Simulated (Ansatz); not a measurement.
# NH (triplet): wave-function methods side by side, 6-31G

How much of the correlation energy of NH (triplet) does each wave-function method recover here?

The runs use Ansatz 0.2.0, Gaussian basis; 6-31G, core rule «outside noble gas», up to 1 orbitals frozen.

The runs, in order: UHF; CCSD(T) on ROHF; CCSD(T) on UHF; BCCD(T) on ROHF; CISD; CCSDT(Q) on ROHF; CCSDT(Q) on UHF; CISDTQ; CCSDTQ on ROHF; CCSDTQ on UHF; CASSCF and MRCISD+Q, 6 electrons in 5 orbitals; CASSCF and NEVPT4(SD), 6 electrons in 5 orbitals; CASSCF and NEVPT2, 6 electrons in 5 orbitals; Full CI.

12 further runs of the same task are left out: 3 that didn't finish, 9 set aside as unsound or not needed.

### 1 What is computed

The geometry is an MP2(full)/6-31G* stationary point (not a proven minimum).

2 atoms, charge 0, spin multiplicity 3.

Atoms are counted from 1 here; the program's logs count them from 0.

Bond lengths: N1–H2 1.039 Å.

### 2 UHF

in.yaml reads:

```yaml
crystal:
  periodic: [false, false, false]
  atoms:
    - {symbol: N, position_ang: [0.000000, 0.000000, 0.000000]}
    - {symbol: H, position_ang: [0.000000, 0.000000, 1.039430]}
basis:
  gaussian: {orbitals: 6-31G}
magnetization: {spin_polarized: true, initial_magnetization: 2}
hamiltonian: {xc: hf}
output: {orbitals: {seedname: orbitals}}
```

Command:

```sh
> ansatz run in.yaml --threads 1 --pin off --events-out ev --progress --plain --max-ram 2502MiB
```

Further steps of the session: CCSD(T) on ROHF; CCSD(T) on UHF; BCCD(T) on ROHF; CISD; CCSDT(Q) on ROHF; CCSDT(Q) on UHF; CISDTQ; CCSDTQ on ROHF; CCSDTQ on UHF; CASSCF and MRCISD+Q, 6 electrons in 5 orbitals; CASSCF and NEVPT4(SD), 6 electrons in 5 orbitals; CASSCF and NEVPT2, 6 electrons in 5 orbitals; Full CI.

Before running them: what should the planned runs give, taken together? Wanted: FCI below the RHF energy; RMP2 from FCI; UMP2 from FCI; RCCSD from FCI; RCCSD(T) from FCI; UCCSD(T) from FCI; RCCSDT(Q) from FCI; UCCSDT(Q) from FCI; NEVPT2 valence from FCI.

The runs gave:

```
                         quantity                                                                                                                                                            value
         FCI below the RHF energy                                                                                                                                                       -2.0089 eV
                    RMP2 from FCI                                                                                                                                                       +393.3 meV
                    UMP2 from FCI                                                                                                                                                       +362.5 meV
                   RCCSD from FCI                                                                                                                                                        +17.5 meV
                RCCSD(T) from FCI                                                                                                                                                         +5.7 meV
                UCCSD(T) from FCI                                                                                                                                                         +4.8 meV
               RCCSDT(Q) from FCI                                                                                                                                                         +0.3 meV
               UCCSDT(Q) from FCI                                                                                                                                                         -0.6 meV
          NEVPT2 valence from FCI                                                                                                                                                       +306.3 meV
      NEVPT4(SD) valence from FCI                                                                                                                                                        +38.0 meV
        MRCISD+Q valence from FCI                                                                                                                                                         +3.3 meV
levels within 1 kcal/mol (43 meV)  RCCSD, UCCSD, RCCSD(T), UCCSD(T), BCCD(T), RCCSDT, UCCSDT, CISDTQ, RCCSDT(Q), UCCSDT(Q), RCCSDTQ, UCCSDTQ, NEVPT4(SD) valence, MRCISD valence, MRCISD+Q valence
                    T1 diagnostic                                                                                                                                                            0.018
   effectively unpaired electrons                                                                                                                                                             2.01
```

What this shows: RCCSD(T) lands +5.7 meV from the yardstick (0.3 % of the correlation energy). One determinant dominates. Of the multireference levels listed MRCISD+Q valence comes nearest in total energy (+3.3 meV), which doesn't show that its space is the better one. These misses are within one basis, not against nature; the frozen cores of restricted and unrestricted runs differ, which can shift their rows.
